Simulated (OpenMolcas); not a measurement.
**How methods differ on PH2 (SMILES [PH2])**

PH2: 3 atoms, total charge 0, spin state doublet. As SMILES, `[PH2]`. The coordinates come from a GFN2-xTB relaxation.

```csv
atom,x (Å),y (Å),z (Å)
P,0.5145,-0.3028,0.2527
H,0.1115,1.0274,0.1724
H,-0.6260,-0.7246,-0.4251
```

Quantity: the energy change with the P1–H3 bond stretched from 1.392 to 2.784 Å, in eV. The values are calculated.

```tsv
level	kind	program	value (eV)	less FCI/3-21G
USVWN5/3-21G	LDA	OpenMolcas	2.96	+0.70
UPBE/3-21G	GGA	OpenMolcas	2.77	+0.51
U-r2SCAN/3-21G	meta-GGA	OpenMolcas	2.71	+0.45
UM06-2X/3-21G	hybrid meta-GGA	OpenMolcas	3.31	+1.05
UPBE0/3-21G	global hybrid	OpenMolcas	2.76	+0.50
MRCI(7,6)/3-21G	multireference	OpenMolcas	2.26	0.00
SC-NEVPT2(7,6)/3-21G	multireference	OpenMolcas	2.24	-0.02
FCI/3-21G	exact in the basis	OpenMolcas	2.26	0.00
```

FCI/3-21G is exact within its basis and frozen core, so for wave-function methods in that basis the difference is their error; functionals converge differently with the basis, so for them it is only a difference. The first shape isn't each level's own minimum. The values span 2.24 to 3.31 eV. Spin contamination of the reference (⟨S²⟩ at least 0.1 too high) touches USVWN5/3-21G, UPBE/3-21G, U-r2SCAN/3-21G, UM06-2X/3-21G, UPBE0/3-21G. All rows use very small basis sets, so even the best lies far from the true value.
